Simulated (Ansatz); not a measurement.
**AlHF (doublet): wave-function methods side by side, 6-31G**

Aim: climb from Hartree-Fock through coupled cluster for AlHF (doublet) at one geometry and basis, and see what each rung misses.

Computed with Ansatz 0.2.0, Gaussian basis. Level: 6-31G, core rule «outside noble gas», up to 6 orbitals frozen.

The runs, in order: UHF; CCSD(T) on ROHF; CCSD(T) on UHF; BCCD(T) on ROHF; CISD; CCSDT(Q) on ROHF; CCSDT(Q) on UHF; CISDTQ; CCSDTQ on ROHF; CCSDTQ on UHF; Full CI.

12 further runs of the same task are left out: 10 for a known fault of the program, 2 set aside as unsound or not needed.

## 1. What is computed

The geometry is a PBE0/def2-TZVP stationary point (not a proven minimum).

3 atoms, charge 0, spin multiplicity 2.

Atoms are counted from 1 here; the program's logs count them from 0.

Bond lengths: Al1–F2 1.656 Å, Al1–H3 1.607 Å. Angles: F2–Al1–H3 115.4°.

Coordinates:

```xyz
3
charge 0, multiplicity 2
Al    0.0000   -0.1153    0.6452
F     0.0000    0.0982   -0.9968
H     0.0000    1.2348    1.5172
```

## 2. UHF

Input file in.yaml:

```yaml
crystal:
  periodic: [false, false, false]
  atoms:
    - {symbol: Al, position_ang: [0.000000, -0.115297, 0.645226]}
    - {symbol: F, position_ang: [0.000000, 0.098231, -0.996846]}
    - {symbol: H, position_ang: [0.000000, 1.234843, 1.517246]}
basis:
  gaussian: {orbitals: 6-31G}
magnetization: {spin_polarized: true, initial_magnetization: 1}
hamiltonian: {xc: hf}
output: {orbitals: {seedname: orbitals}}
```

Started as:

```console
> ansatz run in.yaml --threads 1 --pin off --events-out ev --progress --plain --max-ram 4096MiB --backend cpu
```

Further steps of the session: CCSD(T) on ROHF; CCSD(T) on UHF; BCCD(T) on ROHF; CISD; CCSDT(Q) on ROHF; CCSDT(Q) on UHF; CISDTQ; CCSDTQ on ROHF; CCSDTQ on UHF; Full CI.

**Question.** What will the summary of the whole plan be? Wanted: FCI below the RHF energy; RMP2 from FCI; UMP2 from FCI; RCCSD from FCI; RCCSD(T) from FCI; UCCSD(T) from FCI; RCCSDT(Q) from FCI; UCCSDT(Q) from FCI; T1 diagnostic.

The runs gave:

| quantity | value |
| --- | --- |
| FCI below the RHF energy | -4.4152 eV |
| RMP2 from FCI | +286.5 meV |
| UMP2 from FCI | +272.1 meV |
| RCCSD from FCI | +79.1 meV |
| RCCSD(T) from FCI | +19.2 meV |
| UCCSD(T) from FCI | +18.5 meV |
| RCCSDT(Q) from FCI | +0.2 meV |
| UCCSDT(Q) from FCI | -1.9 meV |
| levels within 1 kcal/mol (43 meV) | RCCSD(T), UCCSD(T), BCCD(T), RCCSDT, UCCSDT, CISDTQ, RCCSDT(Q), UCCSDT(Q), RCCSDTQ, UCCSDTQ |
| T1 diagnostic | 0.023 |
| effectively unpaired electrons | 1.02 |

RCCSD(T) lands +19.2 meV from the yardstick (0.4 % of the correlation energy). One determinant dominates. These misses are within one basis, not against nature; the frozen cores of restricted and unrestricted runs differ, which can shift their rows.
